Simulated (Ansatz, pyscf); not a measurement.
ammonia (NH₃) + HO–SiH: [singlet] -> H₂N–SiH: [singlet] + water (H₂O), a four-centre exchange on the singlet surface: H–N, O–Si broken, N–Si, H–O formed. PySCF, gas phase, ωB97X-D3(BJ)/def2-SVP geometries. Wave-function energies: Ansatz (a program for electronic structure), frozen core, RHF or UHF references. In kJ/mol, from the separated reactants.

Cost: rough CPU time of the saddle's run relative to CCSD(T)/cc-pV(D+d)Z, from one job on a shared machine, with the HF step and its search for lower states.

| level | barrier | reaction energy | cost |
|---|---|---|---|
| M06-2X/def2-TZVP | 5.92 | +13.09 | – |
| PBE0-D3(BJ)/def2-TZVP | -4.15 | +10.69 | – |
| CCSD(T)/cc-pV(D+d)Z | 7.06 | +9.25 | 1 |
| CCSDT(Q)/cc-pV(D+d)Z | (withheld) | (withheld) | 200 |
| CCSD(T)/cc-pV(T+d)Z | 17.13 | +13.75 | 11 |
| CCSD(T)/cc-pV(Q+d)Z | (withheld) | +12.65 | – |

### Question
Fill in the missing entries.

### Answer

- CCSDT(Q)/cc-pV(D+d)Z, barrier: 6.55
- CCSDT(Q)/cc-pV(D+d)Z, reaction energy: +9.05
- CCSD(T)/cc-pV(Q+d)Z, barrier: 19.31

In cc-pV(D+d)Z, going from CCSD(T) to CCSDT(Q) shifts the barrier by -0.51 and the reaction energy by -0.19 kJ/mol. With HF in the quadruple-zeta basis and the correlation energy extrapolated as X⁻³ from X = 3, 4, CCSD(T) gives 18.23 and +12.09; adding the double-zeta shift gives ΔE‡ = 17.72 and ΔE = +11.90 kJ/mol, without core correlation, relativity or geometry relaxation at these levels. On the reactant side the descent ends in an adduct with a N–Si contact, 89.94 kJ/mol under the separated species and 97.44 kJ/mol under the saddle at ωB97X-D3(BJ)/def2-TZVP. On the product side the descent ends in an adduct with a O–Si contact, 32.53 kJ/mol under the separated species and 26.48 kJ/mol under the saddle at ωB97X-D3(BJ)/def2-TZVP. At PBE0-D3(BJ) the saddle lies under the separated reactants, which points to a path from their complex (located at ωB97X-D3(BJ) alone). At M06-2X, PBE0-D3(BJ) the saddle lies under the separated products, which points to a path from their complex (located at ωB97X-D3(BJ) alone), and parting the products costs more than the saddle. What is counted as formed (N–Si) is already present as a longer contact in the reactant adduct; forming that adduct is a step of its own. What is counted as broken (O–Si) persists as a longer contact in the product adduct; parting that adduct is a step of its own. At ωB97X-D3(BJ) the barrier from the zero used here is 7.50 kJ/mol. One saddle was located; it need not be the lowest between these sides. The CCSD(T) − MP2 part came from Ansatz, without density fitting, on the same reference.
